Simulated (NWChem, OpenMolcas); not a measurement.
**The same job for OpenMolcas**

NWChem 7.3.0 runs this on singlet [CF3]+:

sp.nw:
```
start sp
memory stack 880 mb heap 220 mb global 1100 mb
charge 1

geometry noautosym nocenter noautoz
F    -1.227500    0.024900    0.265400
C    -0.039500   -0.059500   -0.286700
F     0.658900   -1.044900    0.227300
F     0.608100    1.079500   -0.205900
end

basis spherical bse
* library def2-SVPD
end

dft
xc revpbe cpbe96
grid xfine
convergence energy 1e-08
iterations 100
mulliken
print low
end

task dft
```

```bash
$ nwchem sp.nw > sp.out
```

The coordinates come from a PBE0-D4/def2-TZVP relaxation. That shape belongs to the parent species and isn't relaxed for this state.

It gives a total energy of -336.832667 Eh.

**Question.** How is this level of theory, on these atoms, set up in OpenMolcas 26.06 as an input file of the program's own?

**Answer.** This input was run:

coord.xyz:
```
4

F     -1.227500     0.024900     0.265400
C     -0.039500    -0.059500    -0.286700
F      0.658900    -1.044900     0.227300
F      0.608100     1.079500    -0.205900
```

test.inp:
```
&GATEWAY
 BasLib=$CurrDir
 Coord=coord.xyz
 Basis=def2-SVPD
 Group=NoSym

&SEWARD
 GridInput
 Grid=UltraFine
 End of Grid

&SCF
 Charge=1
 KSDFT=revPBE
 Thresholds=1e-10 1e-07 1e-07 1e-05
 PrOrbitals=1 1
```

```bash
$ export MOLCAS_MEM=1860
$ pymolcas test.inp > test.log
```

(Basis files named in the input come from the Basis Set Exchange and aren't shown.)

Its energy is -336.832667 Eh, 0.000 mEh from the first.
